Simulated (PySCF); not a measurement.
**The electron affinity along group 13**

Calculated with PySCF 2.14 from differences of total energies of unrestricted determinants, without spin-orbit coupling. Values in eV. The last column holds reference values (measured affinities from photodetachment; the arrow runs from anion to atom). Unmarked ones compare directly (S terms, centres of terms, or small fine structure); those marked * lie between the lowest fine-structure levels and include a spin-orbit shift.

```tsv
element	configurations	PBE0	r2SCAN	SCS-MP2 (valence)	MP2 (valence and next inner shell)	CCSD (valence)	CCSD(T) (valence)	reference
B (aug-cc-pwCVTZ, non-relativistic)	[He] 2s2 2p2 → [He] 2s2 2p1	0.470	0.581	0.059	0.209	0.166	0.230	0.280
Al (aug-cc-pwCVTZ, non-relativistic)	[Ne] 3s2 3p2 → [Ne] 3s2 3p1	0.532	0.610	0.263	0.348	0.374	0.424	0.433 *
Ga (aug-cc-pwCVTZ-PP with ECP10MDF, ECP)	[Ar] 3d10 4s2 4p2 → [Ar] 3d10 4s2 4p1	0.414	0.499	0.149	0.246	0.273	0.315	0.301 *
In (aug-cc-pwCVTZ-PP with ECP28MDF, ECP)	[Kr] 4d10 5s2 5p2 → [Kr] 4d10 5s2 5p1	0.489	0.561	0.269	0.357	0.380	0.417	0.384 *
Tl (aug-cc-pwCVTZ-PP with ECP60MDF, ECP)	[Xe] 4f14 5d10 6s2 6p2 → [Xe] 4f14 5d10 6s2 6p1	0.412	0.476	0.151	0.290	0.276	0.305	0.320 *
```

The highest occupied level of the anion is positive for B⁻ at PBE0, r2SCAN; Al⁻ at PBE0, r2SCAN; Ga⁻ at PBE0, r2SCAN; In⁻ at PBE0, r2SCAN; Tl⁻ at PBE0, r2SCAN, so there the basis helps to hold the electron.

For Tl a determinant mixes LS terms or the coupling is close to jj, so these rows are model values.

"Valence" correlates the outer s and p shells and, in groups 3 to 12 and the f block, the outer d or f shell, open or full, or the next shell where the ion has no valence electron left; the wider scheme adds the next inner shell.
